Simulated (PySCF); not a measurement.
Molecule: 1,3-dithiole-2-thione (SMILES S1C(=S)SC=C1).

Bonds (- single, = double, # triple, : aromatic): S1=C2, C2-S3, S3-C4, C4=C5, C5-S6, S6-C2. C4 carries H7; C5 carries H8.

Frames of a GFN2-xTB Langevin trajectory at 400 K; GIAO PBE0/pcSseg-1 shieldings in PySCF, gas phase, non-relativistic; equivalent atoms averaged within each frame.

Chemical shifts δ = σref − σ; 33S (σ = 503.73 ppm) against CS2; 13C (σ = 186.93 ppm) and 1H (σ = 31.72 ppm) against TMS, all at this level. The references are static minima.

How do the shifts (ppm) fluctuate along the trajectory?

## Answers


| time (fs) | S1 | S3/S6 | C2 | C4/C5 | H7/H8 |
| --- | --- | --- | --- | --- | --- |
| optimised geometry | 544 | 353 | 224.5 | 133.5 | 6.58 |
| 250 | 513 | 345 | 219.6 | 139.3 | 6.33 |
| 425 | 612 | 407 | 231.5 | 140.5 | 7.28 |
| 625 | 524 | 379 | 218.8 | 141.7 | 6.87 |
| 800 | 514 | 363 | 221.2 | 145.2 | 6.78 |
| 1000 | 572 | 375 | 228.8 | 143.7 | 7.31 |
| mean of frames | 547 | 374 | 224.0 | 142.1 | 6.91 |
| standard deviation | 44 | 23 | 5.8 | 2.4 | 0.40 |

5 frames give an uncertainty of the mean of about the standard deviation over 2.2 at best, since frames this close in time may not be independent; classical motion lacks zero-point vibration, and the reference would need the same averaging.
